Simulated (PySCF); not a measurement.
## Simulated absorption spectrum

Compound: 1,2,5-thiadiazole, C2H2N2S.
SMILES: `c1nsnc1`

The calculation used TDDFT wB97X-D/def2-SVPD, vertical, gas phase, core orbitals frozen in the response (PySCF). Geometry: GFN2-xTB; no solvent, vibrations or thermal averaging.

Computed states:

```
state  E (eV)       f
   S1    5.10  0.0000
   S2    5.71   0.164
   S3    6.21  0.0036
   S4    6.60  0.0000
   S5    6.79   0.024
   S6    7.31  0.0014
   S7    7.81  0.0030
   S8    7.85  0.0034
```

Broadening: Gaussians 0.3 eV wide at half height, area fixed by f = 4.319×10⁻⁹ ∫ε dν̃. The width is an assumption, not a result. The curve ends short of the highest state used, and states not computed would add to its high-energy end.

Problem. What does the envelope look like, and where are its maxima?

Solution. 
| E (eV) | ε (L mol⁻¹ cm⁻¹) |
| --- | --- |
| 4.65 | 0 |
| 4.74 | 0 |
| 4.83 | 0 |
| 4.91 | 0 |
| 5.00 | 0 |
| 5.09 | 0 |
| 5.18 | 3 |
| 5.27 | 42 |
| 5.36 | 368 |
| 5.45 | 1956 |
| 5.54 | 6309 |
| 5.63 | 12354 |
| 5.72 | 14688 |
| 5.81 | 10604 |
| 5.90 | 4663 |
| 5.99 | 1311 |
| 6.08 | 394 |
| 6.17 | 326 |
| 6.26 | 294 |
| 6.35 | 174 |
| 6.44 | 106 |
| 6.53 | 269 |
| 6.62 | 861 |
| 6.71 | 1750 |
| 6.80 | 2163 |
| 6.89 | 1624 |
| 6.98 | 744 |
| 7.07 | 225 |
| 7.16 | 96 |
| 7.25 | 115 |

Maxima: 217 nm (5.71 eV), ε about 15000, made up of S2 (100%); 200 nm (6.19 eV), ε about 330, made up of S3 (97%) (hardly more than a shoulder); 183 nm (6.79 eV), ε about 2200, made up of S5 (100%) (ε in L mol⁻¹ cm⁻¹; maxima over ε = 5, shares over 10%). At its high-energy end, 7.25 eV, the curve is still rising (ε about 120, from S6).

Problem. On this curve, what absorbance would a 10⁻⁵ mol/L sample give at 222 nm over a 1 cm path?

Solution. 222 nm is 5.585 eV, where ε is about 9400 L mol⁻¹ cm⁻¹, so A = ε c l ≈ 0.094 (Beer–Lambert, with the gas-phase spectrum and the assumed width).

Problem. What would ε be at 5.71 eV, the highest of these maxima, with half the width (0.15 eV)?

Solution. About 29500 L mol⁻¹ cm⁻¹ against 14800, a factor of about 2.00; a lone state at its own centre would give exactly 2.

Problem. Coming from long wavelengths, where does ε first pass 100 L mol⁻¹ cm⁻¹?

Solution. At about 234 nm (5.31 eV), 0.21 eV above S1.
